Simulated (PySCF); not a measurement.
Species: C4H6FN.
Atom-mapped SMILES: `[F:1][CH2:2][CH2:3][C@@H:4]1[CH:5]=[N:6]1` (hydrogens: H7, H8 on C2; H9, H10 on C3; H11 on C4; H12 on C5)

Computed geometry: GFN2-xTB, gas phase.

Problem. What internal coordinates does the optimisation give?

Solution. 
```csv
bond,length (bohr)
F1–C2,2.602
C2–C3,2.874
C3–C4,2.867
C4–C5,2.741
C5=N6,2.369
C4–N6,2.831
C2–H7,2.067
C2–H8,2.069
C3–H9,2.063
C3–H10,2.066
C4–H11,2.052
C5–H12,2.007
```

A selection of angles:
```csv
angle,degrees
F1–C2–C3,110.3
F1–C2–H7,106.6
F1–C2–H8,106.7
C3–C2–H7,111.5
C3–C2–H8,111.2
H7–C2–H8,110.4
C2–C3–C4,112.2
C2–C3–H9,108.2
C2–C3–H10,109.3
C4–C3–H9,109.6
C4–C3–H10,109.0
H9–C3–H10,108.4
C3–C4–C5,121.8
C3–C4–N6,119.2
C3–C4–H11,114.6
C5–C4–N6,50.3
C5–C4–H11,119.1
N6–C4–H11,116.4
C4–C5–N6,66.8
C4–C5–H12,148.6
N6–C5–H12,144.5
C4–N6–C5,62.9
```

Torsions: F1–C2–C3–C4 -66° (synclinal); C2–C3–C4–C5 27° (synperiplanar); C3–C4–C5–N6 -103° (anticlinal); C3–C4–N6–C5 109° (anticlinal).

The 3-membered ring C4–C5–N6 has internal angles of 50.3° to 66.8°. The C–C distances run from 1.450 Å (C4–C5, drawn single) to 1.521 Å (C2–C3, drawn single), a spread of 0.071 Å. Of the pairs four or more bonds apart, F1···C5 is among the closest relative to their van der Waals radii: 2.79 Å, 88 % of the sum of Bondi's values. The C–N distances run from 1.254 Å (C5=N6, drawn double) to 1.498 Å (C4–N6, drawn single), a spread of 0.244 Å.

Point group: C1 (no symmetry element, even within 0.4 Å). No GFN2-xTB frequencies stand behind this structure, so it isn't proved a minimum. The numbers are those of one conformer.
